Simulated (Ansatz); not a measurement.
The same path of AlFH5N (8 atoms, charge 0, multiplicity 1) was run twice with different band settings. Lost on the way: Al1–H2, N5–H8. Made: H2–H8.

Method: Ansatz, RKS r2SCANh/def2-SVP.

Relaxed end points:

```xyz
8
Properties=species:S:1:pos:R:3
Al -0.027 -0.045 0.189
H -0.202 0.844 1.501
F 1.550 -0.131 -0.421
H -1.186 -0.166 -0.900
N 0.044 -1.955 0.958
H -0.638 -2.596 0.555
H 0.975 -2.292 0.704
H -0.037 -2.006 1.973
```

```xyz
8
Properties=species:S:1:pos:R:3
Al 0.017 -0.711 -0.076
H 0.122 0.532 1.950
F 1.381 0.255 -0.049
H -1.350 -0.125 -0.584
N 0.214 -2.421 0.303
H -0.521 -3.114 0.230
H 1.076 -2.866 0.595
H -0.458 0.103 2.189
```

Common settings: movable images 7; climbing image yes; spring 5.0 eV/Å²; optimiser quadratic models (default); start path through a guess of the saddle point; iteration limit 60; end points relaxed.

| run | force threshold |
| --- | --- |
| 1 | 0.05 eV/Å |
| 2 | 0.2 eV/Å |

Problem. What does each run give, and how far can it be trusted?

Solution. Run 1: converged after 14 iterations, highest image 1.346 eV above the first end. The profile has 2 maxima (images 1, 5) with wells between them (image 2): this band takes more than one step, which may be the mechanism or a detour left from its start path. A vibrational analysis at the climbing image gives one clearly imaginary mode, 1126i cm⁻¹: a first-order saddle point.
Run 2: converged after 9 iterations, highest image 1.348 eV above the first end. The threshold of 0.2 eV/Å is loose, so the images may lie well off the minimum-energy path. Another band between the same ends (7 images) ends at a top of the same energy, where a vibrational analysis finds 1 clearly imaginary mode.
The orbitals stay closed-shell, which can raise the energy where a bond breaks towards radicals; this wasn't checked here.
